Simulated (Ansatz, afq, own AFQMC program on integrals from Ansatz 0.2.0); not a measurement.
## Br2⁺, doublet: AFQMC among the cluster methods

```yaml
atoms:
  - { symbol: Br, position_ang: [0.0000, 0.0000, 0.0000] }
  - { symbol: Br, position_ang: [0.0000, 0.0000, 2.1914] }
```

Basis cc-pVDZ. Noble-gas cores (and the filled d shells of Ga–Kr and In–Xe) are frozen. AFQMC by an in-house program on the Cholesky factors that Ansatz 0.2.0 writes for its CCSD(T) run. ph-AFQMC/CISD is guided by a CISD state made of CCSD amplitudes; releasing the constraint for a short imaginary time cuts its bias at the price of noise, slowly where states lie close. Free projection: walkers drawn from exp(T), propagated without any constraint. Its projection time is finite, and what remains of the start isn't in its error. Uncertainties: one standard error, sampling alone. No spin–orbit coupling.

Determinant: UHF, the one that the program's search chose, which needn't be the lowest solution. The geometry is a PBE0/def2-TZVP stationary point of this or a neighbouring charge and spin state.

No full CI on the walks' own integrals is used here; CCSDT(Q) serves as the reference and is uncertain by about the last step of the cluster series.

Cautions: no relativity below Rb; no spin-orbit coupling; inner d shell frozen.

* T1 diagnostic: 0.0104
* weight of the determinant in the CISD state: 0.880
* ⟨S²⟩ of the determinant: 0.763
* size of the correlated space: 13 electrons in 26 orbitals

| level | correlation energy (eV) |
| --- | --- |
| MP2 | -6.1177 |
| CCSD | -6.6827 |
| CCSD(T) | -6.8881 |

Question: Estimate where phaseless AFQMC with the Hartree–Fock trial lies against CCSD(T) on the same integrals.

Answer: 4.53 ± 1.82 mEh above CCSD(T).

Reference: CCSDT(Q), correlation energy -6.929 eV. The released energy is read at 2.40 1/Eh (meV from the phaseless value at times in 1/Eh: -18 ± 13 at 0.24, -35 ± 12 at 0.51, -34 ± 13 at 0.99, -38 ± 14 at 1.62, -30 ± 17 at 2.40).

| level | E − E(reference) (mEh) | share of correlation (%) |
| --- | --- | --- |
| CCSD(T) | 1.52 | 99.40 |
| CCSDT | 0.86 | 99.66 |
| ph-AFQMC/HF | 6.05 ± 1.82 | 97.62 |
| ph-AFQMC/CISD | 1.78 ± 0.43 | 99.30 |
| released AFQMC | 0.68 ± 0.62 | 99.73 |
| free AFQMC | -0.15 ± 0.43 | 100.06 |

Free projections are given only where their last times agree within the noise and don't stop above the reference; a slow remainder of the start can still hide under it. A walk keeps the symmetry of its determinant, which the program's search chose and which needn't be the lowest solution, so a lower state of the same spin and another symmetry isn't excluded. Released energies are given only where the last usable release times agree within the noise; a slower fall can still hide under it.
